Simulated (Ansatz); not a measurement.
Fluorite CdF2 was calculated with r²SCAN0 in Ansatz (plane waves, PAW).

Numerical settings: plane-wave cutoff 520 eV, 8×8×8 k mesh, Fermi–Dirac smearing 0.01 eV, scalar-relativistic PAW data made under PBE.

Cell (relaxed at this level):

```yaml
crystal:
  lattice:
    - [0.00000, 2.67949, 2.67949]
    - [2.67949, 0.00000, 2.67949]
    - [2.67949, 2.67949, 0.00000]
  atoms:
    - { symbol: Cd, position: [0.00000, 0.00000, 0.00000] }
    - { symbol: F, position: [0.25000, 0.25000, 0.25000] }
    - { symbol: F, position: [0.75000, 0.75000, 0.75000] }
```

Predict the bulk modulus B0, band gap, smallest direct gap on the k points sampled and pressure derivative B′ of the bulk modulus.


* **bulk modulus B0**: 118 GPa
* **band gap**: 6.49 eV (on the SCF k mesh)
* **smallest direct gap on the k points sampled**: 7.06 eV
* **pressure derivative B′ of the bulk modulus**: 4.8

Measured, for comparison: band gap 7.8 eV (temperature not stated, no zero-point or thermal correction, indirect W–Γ; as tabulated in Cappellini et al. (2013), arXiv:1302.2571).

Spin–orbit coupling is not included.

Computed values are for the static lattice.

The result took roughly 16 core-minutes.

Ansatz is a quantum-chemistry and plane-wave program.
